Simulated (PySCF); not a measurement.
O2 at UHF-CCSD(T)

Computed with UHF-CCSD(T); PySCF, spin-free X2C with a Gaussian nucleus, basis sets O x2c-SVPall.

| Property | Result |
| --- | --- |
| state | ³Σg⁻ (triplet), unpaired electrons π ↑↑ |
| bond length | 1.207 Å |
| harmonic wavenumber | 1639 cm⁻¹ |
| force constant | 12.7 mdyn/Å |
| rotational constant Be | 1.448 cm⁻¹ |
| anharmonicity ωexe | 13.2 cm⁻¹ |
| vibration–rotation constant αe | 0.0165 cm⁻¹ |
| well depth De to O + O | 453 kJ/mol |
| dissociation energy D0 | 443 kJ/mol |

Correlated steps freeze 2 core orbitals. Correlated levels converge slowly with the basis: in double zeta they bind strong bonds too weakly, by up to about 1 eV, and carry superposition errors of some tenths. The state was picked by a PBE0 search and need not be the measured ground state.
